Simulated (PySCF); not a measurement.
## How the method moves the HOMO and LUMO of `C1CCOC1`

Species: C4H8O.
Z-matrix (Å and degrees, PBE0-D3(BJ)/def2-SVP geometry), rows numbered from 1:
```
C 
C   1  1.5245
C   2  1.5250  1  101.26
O   3  1.4131  2  106.30  1   -30.47
C   4  1.4121  3  110.48  2    10.50
H   1  1.1025  2  110.20  3   -79.45
H   1  1.0995  2  113.95  3   159.07
H   2  1.1023  1  110.24  3  -117.04
H   2  1.0996  1  113.84  3   121.62
H   3  1.1029  2  112.95  1  -150.52
H   3  1.1076  2  110.87  1    88.82
H   5  1.1023  1  113.24  2  -152.46
H   5  1.1085  1  110.71  2    86.72
```

Basis pcSseg-2 throughout (PySCF), one geometry. Isolated species at its PBE0-D3(BJ)/def2-SVP geometry (one conformer only).

Q: How do the orbital energies, the gap and the dipole change with the method?

A: 
| method | kind | HOMO (eV) | LUMO (eV) | gap (eV) | μ (D) | SCF cycles |
| --- | --- | --- | --- | --- | --- | --- |
| BLYP | GGA | -5.43 | -0.13 | 5.30 | 1.72 | 14 |
| OPBE | GGA | -5.47 | -0.04 | 5.43 | 1.64 | 14 |
| PBE | GGA | -5.49 | -0.12 | 5.37 | 1.70 | 14 |
| B97-D | GGA | -5.54 | 0.02 | 5.56 | 1.70 | 14 |
| LDA | LDA | -5.58 | -0.21 | 5.37 | 1.77 | 13 |
| BP86 | GGA | -5.60 | 0.06 | 5.66 | 1.71 | 14 |
| KT2 | GGA | -5.67 | -0.07 | 5.60 | 1.68 | 14 |
| KT3 | GGA | -5.71 | -0.30 | 5.41 | 1.65 | 14 |
| B97-2 | global hybrid | -6.80 | 0.62 | 7.42 | 1.76 | 13 |
| B3LYP | global hybrid | -6.84 | 0.28 | 7.12 | 1.78 | 13 |
| PBE0 | global hybrid | -7.06 | 0.59 | 7.65 | 1.77 | 13 |
| mPW1PW91 | global hybrid | -7.10 | 0.56 | 7.66 | 1.77 | 13 |
| CAM-B3LYP | range-separated hybrid | -8.51 | 1.24 | 9.75 | 1.84 | 13 |
| BHandHLYP | global hybrid | -8.60 | 1.08 | 9.68 | 1.86 | 12 |
| wB97X-D | range-separated hybrid | -8.97 | 2.29 | 11.25 | 1.81 | 12 |
| LC-wPBE | range-separated hybrid | -9.81 | 2.38 | 12.19 | 1.85 | 13 |
| HF | Hartree–Fock | -11.03 | 2.67 | 13.70 | 1.91 | 10 |

The HOMO spans 5.60 eV, from BLYP down to HF, and the gap runs from 5.30 eV (BLYP) to 13.70 eV (HF). Over the methods BLYP (0 %), OPBE (0 %), PBE (0 %), B97-D (0 %), LDA (0 %), BP86 (0 %), KT2 (0 %), KT3 (0 %), B97-2 (21 %), B3LYP (20 %), PBE0 (25 %), mPW1PW91 (25 %), BHandHLYP (50 %), HF (100 %), a straight line through the gap against the share of exact exchange rises by 0.83 eV for each 10 % (correlation coefficient 0.999). The dipole ranges from 1.64 D (OPBE) to 1.91 D (HF). This basis has no diffuse functions.

Reference dipole: 1.63 D (measured, gas; NIST CCCBDB Release 22 (SRD 101), experimental dipoles); nearest here: OPBE (1.64 D). 

The vertical ΔSCF ionisation energy at PBE0/def2-SVPD is 9.36 eV; −ε(HOMO) comes closest to it with wB97X-D (8.97 eV).
